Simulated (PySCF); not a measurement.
# CH₄: a search over shapes

Which structure of CH₄ lies lowest? The starts are tetrahedral, square planar and see-saw; the spin state tried: singlet. Each end point is tested by its vibrations.

The runs use PySCF 2.14.0; PBE0, basis C def2-TZVP, H def2-TZVP, no relativity, density fitting.

**1. Starting geometry**

5 atoms, charge 0, spin multiplicity 1.

Bond lengths: C1–H2 1.070 Å, C1–H3 1.070 Å, C1–H4 1.070 Å, C1–H5 1.070 Å. Angles: H2–C1–H3 109.5°, H2–C1–H4 109.5°, H2–C1–H5 109.5°, H3–C1–H4 109.5°, H3–C1–H5 109.5°, H4–C1–H5 109.5°.

```xyz
5
charge 0 multiplicity 1
C     0.0000    0.0000    0.0000
H     0.8737    0.0000    0.6178
H    -0.8737    0.0000    0.6178
H     0.0000    0.8737   -0.6177
H     0.0000   -0.8736   -0.6178
```

**2. Tetrahedral start, singlet: relaxation**

The steps below are one call of a driver around PySCF. For each, scf.py gives the equivalent set-up of the SCF; relaxations use the driver's own optimiser. Before each start the driver seeks the lowest SCF state from one or more starting densities and follows internal instabilities, so scf.py alone need not reach the same state.

The program finds Td symmetry in the start, which this walk keeps. Threshold on the gradient: 0.0003 Eh/bohr, with a further test on the energy change.

scf.py

```python
from pyscf import gto, scf, dft
mol = gto.M(atom='''
C     -0.000000    -0.000000    -0.000000
H      0.873653    -0.000031     0.617766
H     -0.873653    -0.000000     0.617766
H      0.000016     0.873669    -0.617744
H     -0.000016    -0.873638    -0.617788''',
    basis={'C': 'def2-TZVP', 'H': 'def2-TZVP'},
    charge=0, spin=0)
mf = dft.RKS(mol, xc='PBE0')
mf.grids.atom_grid = (50, 194)
aux = {'C': 'def2-universal-JKFIT', 'H': 'def2-universal-JKFIT'}
mf = mf.density_fit(auxbasis=aux)
mf.kernel()
```

The runs that follow: Hessian and properties; Relaxation: square planar start, singlet; Frequencies; Leaving the saddle point; Relaxation: see-saw start, singlet.

**Question.** What will these runs give? Wanted: lowest minimum; geometry; wavenumbers; dipole moment; highest occupied, lowest empty level; polar-tensor charge of C1; zero-point energy; atomisation energy.

**Answer**, as computed:

| quantity | value |
| --- | --- |
| lowest minimum | singlet, Td |
| geometry | C–H 1.090 Å (×4); H–C–H 109.5° (×6) |
| wavenumbers (cm⁻¹) | 1327 (t2), 1551 (e), 3048 (a1), 3170 (t2) |
| dipole moment | 0.00 D |
| highest occupied, lowest empty level | -10.98, 1.69 eV |
| polar-tensor charge of C1 | -0.04 e |
| zero-point energy | 117.5 kJ/mol |
| entropy at 298.15 K | 186.2 J/(mol K) |
| atomisation energy (no zero-point energy) | 1745 kJ/mol |

**Reading.** The lowest minimum found is the singlet of Td symmetry. The strongest infrared band lies at 3170 cm⁻¹ (t2, stretch). A search over typed starts can miss a lower isomer.
